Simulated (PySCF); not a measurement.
**The first ionisation energy along group 13**

All values are computed (PySCF 2.14, energy differences of UHF-based or UKS calculations, no spin-orbit coupling). Values in eV. The last column holds reference values (NIST; (s) semi-empirical, (t) theoretical, else measured). Unmarked ones compare directly (S terms, centres of terms, or small fine structure); those marked * lie between the lowest fine-structure levels and include a spin-orbit shift.

| element | configurations | MP2 (valence) | SCS-MP2 (valence) | CCSD (valence) | LDA | PBE | PBE0 | reference |
| --- | --- | --- | --- | --- | --- | --- | --- | --- |
| B (x2c-QZVPPall, spin-free X2C) | [He] 2s2 2p1 → [He] 2s2 | 8.288 | 8.258 | 8.191 | 8.643 | 8.669 | 8.644 | 8.297 |
| Al (x2c-QZVPPall, spin-free X2C) | [Ne] 3s2 3p1 → [Ne] 3s2 | 5.843 | 5.829 | 5.924 | 6.026 | 6.068 | 6.088 | 5.977 |
| Ga (x2c-QZVPPall, spin-free X2C) | [Ar] 3d10 4s2 4p1 → [Ar] 3d10 4s2 | 5.759 | 5.743 | 5.811 | 6.046 | 5.963 | 5.983 | 5.931 |
| In (x2c-QZVPPall, spin-free X2C) | [Kr] 4d10 5s2 5p1 → [Kr] 4d10 5s2 | 5.420 | 5.406 | 5.468 | 5.726 | 5.599 | 5.628 | 5.603 |
| Tl (x2c-QZVPPall, spin-free X2C) | [Xe] 4f14 5d10 6s2 6p1 → [Xe] 4f14 5d10 6s2 | 5.187 | 5.170 | n/a | 5.570 | 5.413 | 5.428 | 5.464 |

| method | elements | mean error (eV) | mean absolute error (eV) | largest error (eV) |
| --- | --- | --- | --- | --- |
| MP2 (valence) | 5 | -0.155 | 0.155 | -0.277 |
| SCS-MP2 (valence) | 5 | -0.173 | 0.173 | -0.294 |
| CCSD (valence) | 4 | -0.103 | 0.103 | -0.136 |
| LDA | 5 | 0.148 | 0.148 | 0.346 |
| PBE | 5 | 0.088 | 0.110 | 0.372 |
| PBE0 | 5 | 0.100 | 0.114 | 0.347 |

Errors include the incompleteness of the basis and the frozen core.

"Valence" correlates the outer s and p shells and, in groups 3 to 12 and the f block, the outer d or f shell, open or full, or the next shell where the ion has no valence electron left; the wider scheme adds the next inner shell.
